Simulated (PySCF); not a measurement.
# One shape, several levels: B2H4Cl− (SMILES B[BH2-]Cl)

Wanted: a comparison of 3 runs (HF-D3(0)/6-311++G(3df,3pd), DF-CCSD(T)/aug-cc-pVDZ) of B2H4Cl−. 

The calculation is run with PySCF 2.14.0.

## (1) The structure to begin with

B2H4Cl− has 7 atoms, charge -1, and is taken as a singlet. SMILES: `B[BH2-]Cl`. The coordinates come from a GFN2-xTB relaxation.

Bond lengths: B1–B2 1.668 Å, B2–Cl3 1.942 Å, B1–H4 1.187 Å, B1–H5 1.193 Å, B2–H6 1.214 Å, B2–H7 1.214 Å. Angles: B1–B2–Cl3 113.1°, B1–B2–H6 113.6°, B1–B2–H7 113.5°, Cl3–B2–H6 103.7°, Cl3–B2–H7 103.7°, B2–B1–H4 127.5°, B2–B1–H5 119.9°, H6–B2–H7 108.4°, H4–B1–H5 112.6°.

## (2) A stability test at HF-D3(0)/6-311++G(3df,3pd) (density fitting with cc-pvqz-jkfit) (run 1)

Input file mol.sdf:

```

     RDKit          3D

  7  6  0  0  0  0  0  0  0  0999 V2000
   -0.8325   -0.1027   -0.5750 B   0  0  0  0  0  0  0  0  0  0  0  0
    0.5415    0.2105    0.3178 B   0  0  0  0  0  0  0  0  0  0  0  0
    1.1364   -1.3136    1.3631 Cl  0  0  0  0  0  0  0  0  0  0  0  0
   -1.4437   -1.1191   -0.6293 H   0  0  0  0  0  0  0  0  0  0  0  0
   -1.3040    0.7524   -1.2599 H   0  0  0  0  0  0  0  0  0  0  0  0
    0.3939    1.0859    1.1460 H   0  0  0  0  0  0  0  0  0  0  0  0
    1.5085    0.4866   -0.3627 H   0  0  0  0  0  0  0  0  0  0  0  0
  2  1  1  0
  3  2  1  0
  4  1  1  0
  5  1  1  0
  6  2  1  0
  7  2  1  0
M  CHG  1   2  -1
M  END
$$$$
```

Input file run.py:

```python
from pyscf import gto, scf
from rdkit import Chem

rd = Chem.MolFromMolFile('mol.sdf', removeHs=False, sanitize=False)
xyz = rd.GetConformer().GetPositions()
geom = [(a.GetSymbol(), tuple(x)) for a, x in zip(rd.GetAtoms(), xyz)]
for s, x in geom:
    print('%-2s %12.6f %12.6f %12.6f' % (s, *x))

mol = gto.M(
    atom=geom,
    charge=-1,
    verbose=4,
    max_memory=1860,
    spin=0,
    basis='6-311++g(3df,3pd)',
)

mf = scf.RHF(mol)
mf = mf.density_fit(auxbasis='cc-pvqz-jkfit')
mf.disp = 'd3zero'
mf.kernel()

e_final = mf.e_tot
print(f'total energy: {e_final:.8f} hartree')
mo_i, mo_e, stable_i, stable_e = mf.stability(internal=True, external=True, return_status=True)
print('stable: internal', stable_i, 'external', stable_e)
```

Launch:

```bash
$ OMP_NUM_THREADS=1 python run.py
```

Log:

```text
B     -0.832500    -0.102700    -0.575000
B      0.541500     0.210500     0.317800
Cl     1.136400    -1.313600     1.363100
H     -1.443700    -1.119100    -0.629300
H     -1.304000     0.752400    -1.259900
H      0.393900     1.085900     1.146000
H      1.508500     0.486600    -0.362700

PySCF version 2.14.0

[... 62 lines left out ...]
converged SCF energy = -511.247908782752
total energy: -511.24790878 hartree
[... 6 lines left out ...]
stable: internal True external True
```

It took 5.2 min on 1 thread of Arm Neoverse V1, shared host; peak memory 0.38 GiB.

## (3) A single-point energy at DF-CCSD(T)/aug-cc-pVDZ (density fitting) (run 2)

Input file geometry.xyz:

```xyz
7

B     -0.832540    -0.102690    -0.575030
B      0.541540     0.210460     0.317780
Cl     1.136380    -1.313640     1.363130
H     -1.443690    -1.119080    -0.629330
H     -1.303990     0.752440    -1.259920
H      0.393860     1.085900     1.146030
H      1.508450     0.486610    -0.362670
```

Input file calc.py:

```python
from pyscf import gto, cc
from pyscf import df

mol = gto.Mole()
mol.atom = 'geometry.xyz'
mol.verbose = 4
mol.max_memory = 1860
mol.basis = 'aug-cc-pvdz'
mol.charge = -1
mol.build()

calc0 = mol.RHF()
calc0 = calc0.density_fit(auxbasis=df.aug_etb(mol, beta=2.0))
calc0.kernel()

mycc = cc.CCSD(calc0, frozen=7).density_fit()
mycc.kernel()
e_t = mycc.ccsd_t()
e_final = mycc.e_tot + e_t
print('E = %.10f Eh' % e_final)
```

Launch:

```bash
$ OMP_NUM_THREADS=1 python calc.py
```

Log:

```text
PySCF version 2.14.0

[... 73 lines left out ...]
converged SCF energy = -511.226144207277
[... 14 lines left out ...]
Init t2, MP2 energy = -511.58053742846  E_corr(MP2) -0.35439322118344
[... 13 lines left out ...]
RCCSD converged
[... 2 lines left out ...]
E = -511.6388503704 Eh
```

Run time: 77 s. Hardware: 1 thread of Arm Neoverse V1, shared host; peak memory 0.51 GiB.

## (4) The energy at DF-CCSD(T)/aug-cc-pVDZ (sfX2C, density fitting) (run 3)

Input file mol.xyz:

```xyz
7
B2ClH4
B     -0.832540    -0.102690    -0.575030
B      0.541540     0.210460     0.317780
Cl     1.136380    -1.313640     1.363130
H     -1.443690    -1.119080    -0.629330
H     -1.303990     0.752440    -1.259920
H      0.393860     1.085900     1.146030
H      1.508450     0.486610    -0.362670
```

Input file calc.py:

```python
# B[BH2-]Cl
from pyscf import gto, cc
from pyscf import df

molecule = gto.M(
    atom='mol.xyz',
    charge=-1,
    basis='aug-cc-pvdz',
    max_memory=1860,
    verbose=4,
)

mf = molecule.RHF()
mf = mf.sfx2c1e()
mf = mf.density_fit(auxbasis=df.aug_etb(molecule, beta=2.0))
mf.kernel()

mycc = cc.CCSD(mf, frozen=7).density_fit()
mycc.kernel()
e_t = mycc.ccsd_t()
e_final = mycc.e_tot + e_t
print(f'total energy: {e_final:.8f} hartree')
```

Launch:

```bash
$ OMP_NUM_THREADS=1 python calc.py
```

Log:

```text
PySCF version 2.14.0

[... 77 lines left out ...]
converged SCF energy = -512.481972793841
[... 14 lines left out ...]
Init t2, MP2 energy = -512.836446775178  E_corr(MP2) -0.354473981336379
[... 13 lines left out ...]
RCCSD converged
[... 2 lines left out ...]
total energy: -512.89473569 hartree
```

Run time: 78 s. Hardware: 1 thread of Arm Neoverse V1, shared host; peak memory 0.51 GiB.

## (5) The series

| run | level | task | integral approximation | energy (Eh) | HOMO energy (eV) | LUMO energy (eV) | HOMO–LUMO gap (eV) | wall time |
| --- | --- | --- | --- | --- | --- | --- | --- | --- |
| 1 | HF-D3(0)/6-311++G(3df,3pd) (density fitting with cc-pvqz-jkfit) | stability | cc-pvqz-jkfit | -511.247909 | -4.86 | 4.57 | 9.43 | 5.2 min |
| 2 | DF-CCSD(T)/aug-cc-pVDZ (density fitting) | energy | etb | -511.638850 | -4.84 | 3.72 | 8.56 | 77 s |
| 3 | DF-CCSD(T)/aug-cc-pVDZ (sfX2C, density fitting) | energy | etb | -512.894736 | -4.84 | 3.72 | 8.55 | 78 s |

## (6) What came out

```
                                                    quantity          value
                                         run 3: total energy  -512.89474 Eh
                  run 3: HOMO energy (Hartree–Fock orbitals)       -4.84 eV
                  run 3: LUMO energy (Hartree–Fock orbitals)        3.72 eV
run 3: HOMO–LUMO gap (to an unbound level, set by the basis)        8.55 eV
          run 3: correlation energy (7 core orbitals frozen)     -412.8 mEh
                                       run 3: (T) correction     -11.79 mEh
                                        run 3: T1 diagnostic          0.012
```

What this shows: Some runs of one species differ in core potentials or relativity; totals across that change don't compare. All runs together took 7.7 min, the longest 5.2 min.
